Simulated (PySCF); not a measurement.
This PySCF input asks for the NMR shieldings of Protonated Nitrous Oxide (O[N+]#N, [HN2O]+); the geometry comes from GFN2-xTB.

```python
import basis_set_exchange as bse
import numpy as np
from pyscf import gto, dft
from pyscf.prop import nmr

atoms = """
N     1.574269   -0.113300   -0.278960
N     0.490096   -0.091817   -0.167481
O    -0.697129   -0.143153    0.049597
H    -1.357002    0.353042   -0.497650
"""
names = dict.fromkeys(["N", "O", "H"], "pcSseg-1")
basis = {el: gto.basis.parse(bse.get_basis(n, elements=[el], fmt="nwchem")) for el, n in names.items()}
mol = gto.M(atom=atoms, basis=basis, charge=1, verbose=0)
mf = dft.RKS(mol, xc="PBE0")
mf.grids.level = 2
mf.grids.alignment = dft.numint.BLKSIZE   # the property module wants whole blocks of grid points
mf.conv_tol = 1e-9
mf.kernel()

calc = nmr.RKS(mf)   # GIAO
C = mf.mo_coeff
Co = C[:, mf.mo_occ > 0]
resp = mf.gen_response(singlet=True, hermi=2)
def vind(x):   # induced exchange potential for any number of trial vectors
    d = np.einsum("pi,xij,qj->xpq", C, 2 * x.reshape(-1, C.shape[1], Co.shape[1]), Co, optimize=True)
    return np.einsum("xpq,pi,qj->xij", resp(d - d.transpose(0, 2, 1)), C, Co, optimize=True).ravel()
mo1, _ = nmr.rhf.solve_mo1(calc, with_cphf=vind)
sigma = calc.kernel(mo1)
for i, s in enumerate(sigma):   # ppm
    w = np.linalg.eigvalsh((s + s.T) / 2)
    print("%2d %-2s iso %8.1f  s11 %8.1f  s22 %8.1f  s33 %8.1f" % (i, mol.atom_pure_symbol(i), w.mean(), *w))
```

Problem. What are the results?

Solution. 
```
 0 N  iso     10.5  s11   -170.1  s22   -113.1  s33    314.7
 1 N  iso     40.8  s11   -122.4  s22   -108.0  s33    352.8
 2 O  iso    216.3  s11    119.1  s22    155.3  s33    374.5
 3 H  iso     21.8  s11     15.3  s22     15.6  s33     34.5
```

These numbers come from an equivalent density-fitted implementation of the same equations, which agrees with the script to about 0.01 ppm for H and up to a few tenths of a ppm for heavy atoms, so last digits may differ.

Problem. Turn these shieldings into chemical shifts. Chemical shifts δ = σref − σ; 15N (σ = 267.73 ppm) against NH3; 17O (σ = 336.08 ppm) against H2O; 1H (σ = 31.72 ppm) vs TMS, all at this level.

Solution. Averaging equivalent atoms: N 0: 257.2; N 1: 226.9; O 2: 119.8; H 3: 9.92 ppm. Experimental scales use liquid or dissolved standards, which lie at an offset from isolated NH3 (liquid NH3: subtract about 20 ppm) and H2O (liquid H2O: subtract about 36 ppm). Unscaled 15N shifts of sp2 nitrogen come out 20 to 40 ppm too high even then.

Size and cost of the density-fitted run: 56 basis functions, 2.5 s wall time on 1 thread of an x86-64 server CPU, shared host.
